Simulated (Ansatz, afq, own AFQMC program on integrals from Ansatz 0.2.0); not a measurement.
The Si2–O1 bond of SiH₄O, singlet, worked out

```yaml
atoms:
  - { symbol: O, position_ang: [0.6476, -1.0455, 0.4249] }
  - { symbol: Si, position_ang: [-0.0343, 0.3457, -0.1869] }
  - { symbol: H, position_ang: [0.0659, -1.6373, 0.9099] }
  - { symbol: H, position_ang: [-1.1337, 0.0500, -1.1598] }
  - { symbol: H, position_ang: [1.0600, 1.0754, -0.8814] }
  - { symbol: H, position_ang: [-0.6054, 1.2116, 0.8932] }
```

The molecule and both fragments are relaxed with PBE0/def2-SVP; the fragments keep their bonds.

Basis def2-TZVP. Noble-gas cores (and the filled d shells of Ga–Kr and In–Xe) are frozen. Integrals, coupled cluster, full CI and functionals: Ansatz 0.2.0; the random walks run on the same integrals in our own AFQMC program. The CISD trial takes its coefficients from CCSD amplitudes. Released means that phaseless walkers are propagated on without the constraint, phases kept. Error bars are statistical, one sigma.

Total energies in eV. CBS is CCSD(T) at the limit of def2-TZVPP/QZVPP (extrapolated itself); the highest rung of each member is named.

Cautions: SiH₄O (singlet): released walk and highest rung disagree (by 13 meV at 2.40 1/Eh).

| member | count | CCSD(T)/def2-TZVP | highest rung in def2-TZVP | which | CCSD(T)/CBS |
| --- | --- | --- | --- | --- | --- |
| SiH₃, doublet | +1 | -7912.3763 | -7912.3997 | CCSDT(Q) | -7913.2218 |
| HO (doublet) | +1 | -2058.1800 | -2058.1943 | CCSDT(Q) | -2059.2489 |
| SiH₄O, singlet | -1 | -9975.9196 | -9975.9498 | CCSDT(Q) | -9978.0251 |

Problem. Work out the best estimate of the bond energy: the CCSD(T)/CBS difference plus the step from CCSD(T) to the highest rung.

Solution. Sums with the counts: CCSD(T)/CBS 5.5544 eV, highest rung 5.3558 eV, CCSD(T)/def2-TZVP 5.3633 eV. The step is 5.3558 − 5.3633 = -0.0075 eV, so the best estimate is 5.5544 + (-0.0075) = 5.5469 eV = 535.2 kJ/mol. The basis set is worth 0.191 eV of it. Zero-point, core-correlation and spin–orbit terms aren't in it. Past Ne the Hartree–Fock part of each CBS total tends to overshoot, since the cores don't follow the formula; that largely cancels in the difference.

Best estimates are given only where the step beyond CCSD(T) is under 0.3 eV and no member's determinant is very poor (T1 over 0.05, or 0.07 for open shells, ⟨S²⟩ too high by 0.3, two states mixed), so the hardest cases are missing from such tables.

CCSDT and higher add their correlation energy to the determinant of the CCSD(T) run, since their own runs factorise the integrals more tightly (a shift of under 2 meV). Each member of a difference takes its own highest rung, so a best estimate needn't equal the limit plus the step of one row.
